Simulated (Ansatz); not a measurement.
**SiNH₂+ (quintet): the correlation ladder, def2-QZVPP**

The task here is to estimate one member of a computed series from the others.

Computed with Ansatz 0.2.0, Gaussian basis. Level: def2-QZVPP, core rule «outside noble gas», up to 6 orbitals frozen.

Plan: UHF; ROHF; CCSD(T) on UHF.

## The system

The geometry is a PBE0/def2-TZVP stationary point (not a proven minimum) of the parent state, kept for this charge and spin.

4 atoms, charge 1, spin multiplicity 5.

Atoms are counted from 1 here; the program's logs count them from 0.

Bond lengths: Si1–N2 1.726 Å, N2–H3 1.004 Å, N2–H4 1.004 Å. Angles: Si1–N2–H3 121.8°, Si1–N2–H4 121.8°, H3–N2–H4 116.4°.

Set-up of the first run:

in.yaml reads:

```yaml
crystal:
  periodic: [false, false, false]
  atoms:
    - {symbol: Si, position_ang: [0.000000, 0.000000, 0.651167]}
    - {symbol: N, position_ang: [0.000000, 0.000000, -1.074836]}
    - {symbol: H, position_ang: [0.000000, -0.852806, -1.603987]}
    - {symbol: H, position_ang: [0.000000, 0.852806, -1.603987]}
basis:
  gaussian: {orbitals: "def2-QZVPP.json"}
total_charge: 1
magnetization: {spin_polarized: true, initial_magnetization: 4}
hamiltonian: {xc: hf}
output: {orbitals: {seedname: orbitals}}
```

The run is started by

```sh
$ ansatz run in.yaml --threads 1 --pin off --events-out ev --progress --plain --max-ram 2393MiB
```

Among the steps run: UHF; ROHF; CCSD(T) on UHF.

One table of the session follows, with a row left open; its other results are not shown here.

It belongs to the step «Misses and costs». 

```
  method  from UCCSD(T) (kJ/mol)
    ROHF                  +668.2
     UHF                       ?
    UMP2                   +78.3
   UCCSD                   +19.8
UCCSD(T)                       0
```

Estimate the missing values for UHF.

The run gave: from UCCSD(T) (kJ/mol): +653.2. In the column «from UCCSD(T) (kJ/mol)» it lies between UMP2 (+78.3) and ROHF (+668.2).
